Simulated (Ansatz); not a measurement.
BeMo2: from a trial structure to a relaxed crystal

Method: Ansatz 0.2.0, DFT PBE, scalar-relativistic, plane waves, PAW. Cutoff 420 eV, Γ-centred k mesh, Gaussian smearing, no spin polarisation in the final step.

BeMo2 was placed on the rutile structure type (P4_2/mnm, No. 136), with Be in place of Ti, Mo in place of O, at a guessed volume.

```
Be Mo
1.0
     4.96304    0.00000    0.00000
     0.00000    4.96304    0.00000
     0.00000    0.00000    3.19670
Be Mo
2 4
Cartesian
  0.0000 0.0000 0.0000
  2.4815 2.4815 1.5983
  1.5187 1.5187 0.0000
  0.9628 4.0002 1.5983
  3.4443 3.4443 0.0000
  4.0002 0.9628 1.5983
```

Cell and atoms relax at zero pressure; the relaxation can't lower the symmetry of the start. After a coarse first stage the cell is made exact in the group found at 0.06 Å.

The zero of energy is the elements' standard structures at the same level; no fitted shifts are applied.

(1) Describe the relaxed structure.

(2) What are its volume, energy, density and gap?

## Answers

(1) It keeps P4_2/mnm (No. 136). The result has the rutile structure. Conventional cell: a = 5.121 Å, c = 3.283 Å. Be has 6 Mo at 2.14–2.21 Å; around Mo lie 3 Be at 2.14–2.21 Å.

Space group P4_2/mnm (No. 136). a = 5.121 Å, b = 5.121 Å, c = 3.283 Å, α = 90.00°, β = 90.00°, γ = 90.00°
| atom | site | symmetry | x | y | z |
| --- | --- | --- | --- | --- | --- |
| Be | 2a | m.mm | 0.0000 | 0.0000 | 0.0000 |
| Mo | 4f | m.2m | 0.2950 | 0.2950 | 0.0000 |

(2) The volume per atom is 14.35 Å³, the density is 7.75 g/cm³ and the energy over the elements is 0.75 eV/atom. The gap on the 8×8×12 mesh is 0 eV (a metal).

The final run used a 8×8×12 mesh on its 6-atom cell and 0.10 eV smearing. The k mesh leaves about 4 meV/atom of noise in metals. Symmetry constrained the relaxation, so the result can be a saddle point. The steps took roughly 50 core-seconds in all.

Cost: 3 runs of about 0.89 core-minutes in all, on Intel Xeon 6975P-C (Granite Rapids) (shared hosts).